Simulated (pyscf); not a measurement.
Br–SiH₂–Br (SMILES Br[SiH2]Br) + H• (SMILES [H]) → HBr (SMILES Br) + •H₂Si–Br (SMILES [SiH2]Br), an atom transfer (doublet surface; Br–Si broken, Br–H formed). Optimised with ωB97X-D3(BJ)/def2-SVP in PySCF. Energies in kcal/mol from the separated reactants.

AM1 to PM7: differences of heats of formation from MOPAC, which are fitted to 298 K values and so differ in kind from electronic energies by zero-point and thermal terms. Open shells are spin-unrestricted. 

Quick PM6 single points give ΔE‡ = -7.5 kcal/mol and ΔE = -2.3 kcal/mol. What does ωB97M-D3(BJ)/def2-TZVP give, and how far is the quick result from it?

ωB97M-D3(BJ)/def2-TZVP gives ΔE‡ = 14.7 kcal/mol and ΔE = +4.2 kcal/mol. PM6 lies 22.2 kcal/mol under it in the barrier and 6.5 kcal/mol under it in the reaction energy, so on this step it does not hold to within 3.0 kcal/mol. At PM6 this geometry lies under one side, so its ΔE‡ may be no barrier of that level. ωB97M-D3(BJ)/def2-TZVP has limits of its own. The same reactants have a lower exit, to Br–SiH•–Br + H₂ (barrier +4.4 kcal/mol at ωB97M-D3(BJ)/def2-TZVP, against +14.7 kcal/mol here). This is the saddle that the search found; another between the same sides may lie lower. The angle at the transferred Br is 172°. In the def2 sets elements up to Kr have no core potential.
